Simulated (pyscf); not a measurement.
Elementary routes open to `[SiH2][Cl]` [doublet] + `[NH3]` in the gas phase (doublet surface):
A. `[NH2][SiH2]` [doublet] + `[ClH]` (Cl–Si, H–N broken; N–Si, Cl–H formed)
B. `[NH2][SiH2][Cl]` + `[H]` [doublet] (H–N broken; N–Si formed)

Structures and frequencies: ωB97X-D3(BJ)/def2-SVP in PySCF. MP2 and CC: frozen core, UHF for open shells. ΔMP2 is the change of the MP2 total energy from the triple- to the quadruple-zeta basis.

Task: Rank the routes by free-energy barrier at 1200 K, lowest first, for CCSD(T)/def2-TZVPP + ΔMP2(QZVPP) energies (ideal gas, 1 atm, RRHO with modes under 100 cm⁻¹ raised to 100, one conformer, R ln 2 for chiral ones without a mode under 150 cm⁻¹).

Result: A (51.8 kcal/mol), B (58.2 kcal/mol)

Route A is the fastest of these, ahead of the next by 6.3 kcal/mol. The most stable products are those of A (ΔG = +8.2 kcal/mol), so kinetics and thermodynamics agree. At 298 K A is still the fastest. A: On the reactant side the descent ends in an adduct with a N–Si contact, 1.4 kcal/mol under the separated species and 14.6 kcal/mol under the saddle at ωB97X-D3(BJ)/def2-TZVP. On the product side the descent ends in a complex, 4.4 kcal/mol under the separated species and 5.3 kcal/mol under the saddle at ωB97X-D3(BJ)/def2-TZVP. B: On the reactant side the descent ends in a complex, 6.2 kcal/mol under the separated species and 28.7 kcal/mol under the saddle at ωB97X-D3(BJ)/def2-TZVP. Only these routes are compared; each barrier is that of the saddle found, and lower ones may exist. The CCSD(T) − MP2 part came from Ansatz, without density fitting, on the same reference.
